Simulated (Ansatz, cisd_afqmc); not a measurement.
System: NH$_{2}$, charge 0, doublet. NH2 (SMILES [NH2], doublet).
B3LYP-D3(BJ)/def2-TZVP minimum from Ansatz (a quantum-chemistry and plane-wave program):
```xyz
3

N      0.0046     0.0019     0.1418
H     -0.0276     0.7996    -0.5065
H     -0.0044    -0.8126    -0.4860
```
Charge 0, spin multiplicity 2.

Total energies in cc-pVDZ, 7 correlated electrons, 1 frozen orbitals. Radicals and triplets start from unrestricted determinants; spin-orbit coupling is neglected. Cores are frozen in correlated methods. No relativity. AFQMC/CISD: phaseless, guided by CISD from CCSD amplitudes; bars are statistical, one sigma. Outlying blocks are dropped, and bars are widened where a walk drifts. Over all cases where full CI ran beside it in this data, AFQMC minus full CI had a median of +0.1 mEh and passed +0.4 mEh in a tenth of the cases. Full CI freezes restricted core orbitals and the other rows unrestricted ones, which leaves a small offset even where coupled cluster is exact.

| method | program | energy (Eh) | error against FCI (mEh) |
|---|---|---|---|
| HF | Ansatz | -55.56699 | 166.28 |
| MP2 | Ansatz | -55.71063 | 22.64 |
| CCSD | Ansatz | -55.73008 | 3.18 |
| CCSD(T) | Ansatz | -55.73272 | 0.55 |
| CCSDT(Q) | Ansatz | -55.73328 | -0.01 |
| CCSDTQ | Ansatz | -55.73328 | -0.02 |
| AFQMC/CISD | cisd_afqmc | -55.7333 ± 0.0002 | 0.0 ± 0.2 |
| FCI | Ansatz | -55.73327 | 0.00 |

Rough core times of Ansatz's runs on a shared machine: CCSD(T) under 20 s, CCSDT(Q) under 20 s, CCSDTQ 30 s, FCI under 20 s.
